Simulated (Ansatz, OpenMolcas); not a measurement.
# Strength of the Si–S bond: SiH3(SH) → SiH3 + HS

Species: SiH3(SH) (sulfanylsilane), singlet; SiH3 (silyl radical) `[SiH3]`, doublet; HS, doublet. 

Shapes, held fixed at every level: PBE0-D4/def2-TZVP. Programs: Ansatz 0.2.0, OpenMolcas 26.06. A level may come from different programs for different species; with the same settings they agree closely. The zero-point and thermal change to 298 K, harmonic and unscaled (PBE0-D4/def2-TZVP), is -11.9 kJ/mol.

```json
{"level": "PBE-D4/def2-TZVPP", "kind": "GGA", "ΔH(298 K) (kJ/mol)": "+363.8", "less CCSD(T)/CBS estimate": "-8.2"}
{"level": "B3LYP/6-31G* (spherical functions)", "kind": "global hybrid", "ΔH(298 K) (kJ/mol)": "+333.3", "less CCSD(T)/CBS estimate": "-38.7"}
{"level": "BHLYP-D4/def2-TZVPP", "kind": "global hybrid", "ΔH(298 K) (kJ/mol)": "+347.5", "less CCSD(T)/CBS estimate": "-24.5"}
{"level": "r2SCAN0-D4/def2-TZVPP", "kind": "global hybrid", "ΔH(298 K) (kJ/mol)": "+350.3", "less CCSD(T)/CBS estimate": "-21.7"}
{"level": "wB97X-V/def2-TZVPP", "kind": "range-separated hybrid", "ΔH(298 K) (kJ/mol)": "+372.2", "less CCSD(T)/CBS estimate": "+0.2"}
{"level": "MP2/def2-SVP", "kind": "perturbation theory", "ΔH(298 K) (kJ/mol)": "+340.3", "less CCSD(T)/CBS estimate": "-31.7"}
{"level": "CCSD/def2-TZVPP", "kind": "coupled cluster or CI", "ΔH(298 K) (kJ/mol)": "+345.5", "less CCSD(T)/CBS estimate": "-26.5"}
{"level": "CCSD(T)/CBS estimate", "kind": "coupled cluster or CI", "ΔH(298 K) (kJ/mol)": "+372.0", "less CCSD(T)/CBS estimate": "0.0"}
```

The highest level, CCSD(T)/CBS estimate, gives ΔH(298 K) = +372.0 kJ/mol; the levels span +333.3 to +372.2. The column of differences is taken from that level and isn't an error. No measured value is set beside it here. Open shells run unrestricted unless RO is named. The CBS estimate extrapolates MP2 from def2-TZVPP and def2-QZVPP and adds CCSD(T) − MP2 in the triple-zeta set, cores frozen.
